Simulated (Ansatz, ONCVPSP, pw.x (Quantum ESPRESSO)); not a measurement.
## nickel (Ni) (fcc): variants of one ONCV potential in the solid

```json
{"Element": "nickel", "Generator": "ONCVPSP 4.0.1.1 (patched build)", "Type": "optimised norm-conserving Vanderbilt (ONCV)", "Functional": "PBE", "Relativity": "scalar-relativistic", "Frozen core": "[Ar]", "Valence charge": "10", "Reference configuration": "3d8 4s0.5 (charge +1.5)", "Partial waves": "4s: rc 1.95 bohr, ncon 4, nbas 7, qcut 3.1 1/bohr, 2 projectors, debl 3.2 Ha; p scattering state at 0.03 Ha: rc 2.00 bohr, ncon 4, nbas 9, qcut 4.6 1/bohr, 2 projectors, debl 1.7 Ha; 3d: rc 1.65 bohr, ncon 4, nbas 9, qcut 8.3 1/bohr, 2 projectors, debl 0.7 Ha", "Local potential": "polynomial inside 1.50 bohr (lpopt 5, dvloc0 6 Ha)", "Core correction": "Teter function, fcfact 2.5, rcfact 1.55"}
```

In the p channel the program set the typed energies aside and used 0.050, 1.750 Ha. In the d channel the program set the typed energies aside and used -0.845, 0.250 Ha.

Crystal test: fcc Ni in pw.x 7.5, no spin, 16³ k-points, Fermi–Dirac smearing 0.01 Ry, cutoffs set for each file from its atomic test. The reference is all-electron LAPW (Ansatz 0.2.0) with the same functional, mesh and smearing; V0 and B0 come from Birch–Murnaghan fits to the pressures at five volumes. Errors are pseudo minus all-electron; Δ is the rms difference of the E(V) curves that follow from these fits, minima aligned, over ±6 % about the mean V0. Mesh and smearing are coarse, so the numbers serve the comparison and aren't converged zero-temperature values; the lattice is a test structure that the element need not adopt. Spin polarisation and strong correlation are left out, which matters for this element.

All-electron: a0 = 3.517 Å (V0 = 10.88 Å³/atom), B0 = 198.9 GPa.

Base: This is a poor potential for the solid.

1 further variants are left out: they gave no file fit for a test, a broken result, the same result as the base, or pressures whose basis-set error rivals the error shown.

```tsv
change	cutoffs (Ry)	pw.x	a0 (Å)	a0 error (%)	B0 error (%)	Δ (meV/atom)	mean pressure error (GPa)
base	120/480	converged; energies reset by the program	3.475	-1.21	+7.8	17.6	-7.16
local potential polynomial inside 1.30 bohr (lpopt 5, dvloc0 4 Ha)	120/480	converged; energies reset by the program	3.470	-1.34	+7.5	19.6	-7.91
s: debl 3.55	120/480	converged; energies reset by the program	3.475	-1.21	+7.5	17.7	-7.18
s: qcut 1.7	120/480	converged; energies reset by the program	3.475	-1.21	+7.8	17.6	-7.15
```

(1) Give the row for: core correction Teter function, fcfact 2.5, rcfact 1.16.

Results:

(1) pw.x: converged; energies reset by the program; mean pressure error (GPa): -9.17; a0 (Å): 3.462; a0 error (%): -1.56; B0 error (%): +9.9; Δ (meV/atom): 22.8.
